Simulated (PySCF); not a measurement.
An element was calculated at UHF (PySCF 2.14, non-relativistic, a triple-zeta basis, no spin-orbit coupling), in the ground configurations that NIST lists.

```
electron affinity          : 0.013 eV
first ionisation energy    : 5.609 eV
second ionisation energy   : 17.520 eV
third ionisation energy    : 28.040 eV
polarisability of the atom : 61.2 bohr³
```

Task: Which element is it?

Result: Aluminium (Al, Z = 13), in dyall-acv3z. NIST lists 5.986, 18.829, 28.448 eV for these ionisation energies.
